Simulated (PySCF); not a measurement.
## ClSiN + HCl → HSiN + Cl₂

Level: PBE0 in the def2-TZVP basis family, all electrons, no relativity, computed in PySCF with density fitting; open shells unrestricted.

```json
{"species": "ClSiN", "state and structure": "singlet, C∞v, Si–Cl 2.009 Å, Si–N 1.558 Å; Cl–Si–N 180.0°", "ZPE (kJ/mol)": "12.2", "H(298 K) − H(0) (kJ/mol)": "12.9", "S° (J/(mol K))": "261.3"}
{"species": "HCl", "state and structure": "singlet, C∞v, H–Cl 1.279 Å", "ZPE (kJ/mol)": "17.9", "H(298 K) − H(0) (kJ/mol)": "8.7", "S° (J/(mol K))": "186.6"}
{"species": "HSiN", "state and structure": "singlet, C∞v, Si–H 1.487 Å, Si–N 1.557 Å; H–Si–N 180.0°", "ZPE (kJ/mol)": "24.0", "H(298 K) − H(0) (kJ/mol)": "11.1", "S° (J/(mol K))": "225.3"}
{"species": "Cl₂", "state and structure": "singlet, D∞h, Cl–Cl 1.982 Å", "ZPE (kJ/mol)": "3.5", "H(298 K) − H(0) (kJ/mol)": "9.1", "S° (J/(mol K))": "222.5"}
```

**Question.** Is the gas-phase reaction uphill or downhill in electronic energy at this level, and by how much?

**Answer.** At PBE0/def2-TZVP, ΔE = 246.7 kJ/mol, uphill. 

**Question.** Add zero-point, thermal and entropy terms for 298.15 K and 1 bar.

**Answer.** ΔZPE = -2.6 and Δ[H(298) − H(0)] = -1.4 kJ/mol give ΔH° = 242.7 kJ/mol. ΔS° = -0.1 J/(mol K), so ΔG° = 242.7 − 298.15 × (-0.0001) = 243 kJ/mol.

The structures come from searches over a few start shapes, so lower isomers are not excluded.
